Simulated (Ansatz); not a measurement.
in.yaml

```yaml
crystal:
  periodic: [false, false, false]
  atoms:
    - {symbol: Ge, position_ang: [0.002496, 0.044611, 0.321966]}
    - {symbol: N, position_ang: [-0.074202, -0.171566, -1.595492]}
    - {symbol: H, position_ang: [0.284433, -1.318092, 1.022012]}
    - {symbol: H, position_ang: [0.566824, 0.487213, -2.053874]}
basis:
  gaussian: {orbitals: cc-pVDZ}
magnetization: {spin_polarized: true, initial_magnetization: 1}
correlation: {method: mp2, electrons: outside_noble_gas}
```

```sh
$ ansatz run in.yaml --threads 1 --pin off --events-out ev --progress --plain --max-ram 2393MiB
```

Output:

```
551 factors; integrals over basis functions are off by at most 1.1e-3 eV
mean field evaluation 1: about -57977.7727 eV, gradient 2.9e1 eV
mean field evaluation 2: about -57977.7747 eV, gradient 2.9e1 eV
mean field evaluation 4: about -57982.8519 eV, gradient 3.6e0 eV
mean field evaluation 8: about -57983.8103 eV, gradient 1.0e0 eV
mean field evaluation 16: about -57984.0128 eV, gradient 5.6e-4 eV
mean field evaluation 32: about -57983.2886 eV, gradient 2.9e-2 eV
mean field evaluation 64: about -57983.8732 eV, gradient 7.2e-1 eV
mean field -57984.01276878 eV, -2130.8731662772 hartree, gradient 2.8e-6 eV, S^2 1.102504; 7 other end points of the search recorded, 0 dependent functions left out
15 core orbitals not correlated: weight in the atoms' cores, before any rotation towards them, 0.999 or more for the frozen orbitals, at most 0.001 for the correlated occupied ones
reference -57984.01276878 eV, -2130.8731662772 hartree; 6, 5 occupied and 30, 31 virtual orbitals, 551 factors
second order -5.67794461 eV of doubles, -0.00000000 eV of singles
Total energy: -57989.69071339 eV, -2131.0818268931 hartree
```

Ran on 1 thread of Intel Xeon, shared host: 6 s wall, 0.12 GiB peak host memory.
